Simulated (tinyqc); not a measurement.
The basis set: RHF and MP2 along a ladder of basis sets, for HF, spin multiplicity 1. Computed by the program tinyqc with PySCF. Same geometry throughout; the dipole is taken about the origin.

Geometry (angstrom):

| atom | x | y | z |
|---|---|---|---|
| F | 0.0000 | 0.0000 | 0.0000 |
| H | 0.0000 | 0.0000 | 0.8150 |

RHF and frozen-core MP2 in a ladder of bases:

| basis | functions | E(RHF) (hartree) | E(MP2 corr) (hartree) | HOMO (eV) | LUMO (eV) | dipole (debye) |
|---|---|---|---|---|---|---|
| sto-3g | 6 | -98.53871 | -0.01326 | -12.772 | 20.192 | 1.391 |
| 6-31g | 11 | -99.96725 | -0.12208 | -17.433 | 6.427 | 2.151 |
| 6-31g** | 19 | -99.99848 | -0.17689 | -17.357 | 6.717 | 1.797 |
| cc-pvdz | 19 | -100.00781 | -0.19711 | -17.415 | 5.522 | 1.746 |
| aug-cc-pvdz | 32 | -100.02216 | -0.21631 | -18.007 | 1.042 | 1.739 |
| cc-pvtz | 44 | -100.04746 | -0.26678 | -17.809 | 4.276 | 1.749 |

Estimate the missing row, basis = 3-21g.

Computed row:
```
basis  functions  E(RHF) (hartree)  E(MP2 corr) (hartree)  HOMO (eV)  LUMO (eV)  dipole (debye)
3-21g         11         -99.43877               -0.11636    -16.542      8.240           2.044
```

From cc-pVDZ to cc-pVTZ the RHF energy falls by 39.6 mhartree and the correlation energy by 69.7. If valence correlation converges as X^-3, (27 E(T) - 8 E(D))/19 gives -0.2961 hartree, a rough estimate from such small X that usually falls short; STO-3G holds about 4 % of it. Beyond STO-3G the LUMO moves by 7.2 eV and the HOMO by 1.5 eV; diffuse functions lower the positive LUMO sharply, since an unbound virtual level tracks the most diffuse function.
